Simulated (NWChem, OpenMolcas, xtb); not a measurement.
**C2H2F2 (vinylidene fluoride): the dipole moment, rung by rung**

C2H2F2 has 6 atoms, charge 0, and is taken as a singlet. As SMILES, `C=C(F)F`. The coordinates come from a PBE0-D4/def2-TZVP relaxation.

```xyz
6

C    -0.1159    0.4710   -0.5444
C     0.1050   -0.3946    0.4201
F    -0.4549   -0.3636    1.6076
F     0.9192   -1.4221    0.3430
H     0.3942    0.3606   -1.4884
H    -0.8056    1.2848   -0.3842
```

Quantity: the dipole moment, in D. The values are calculated.

(1) The value from experiment is 1.38 D (NIST CCCBDB). From what is known of these methods, estimate their order from the nearest to it to the farthest.
A. M06-L/aug-cc-pVDZ (OpenMolcas)
B. BHLYP/aug-cc-pVDZ (NWChem)
C. HF/aug-cc-pVDZ (NWChem)
D. CAM-B3LYP/aug-cc-pVDZ (NWChem)
E. PBE/aug-cc-pVDZ (OpenMolcas)

Results:

(1) B (1.41 D, +0.03), D (1.32 D, -0.06), C (1.50 D, +0.12), A (1.11 D, -0.27), E (1.08 D, -0.30).
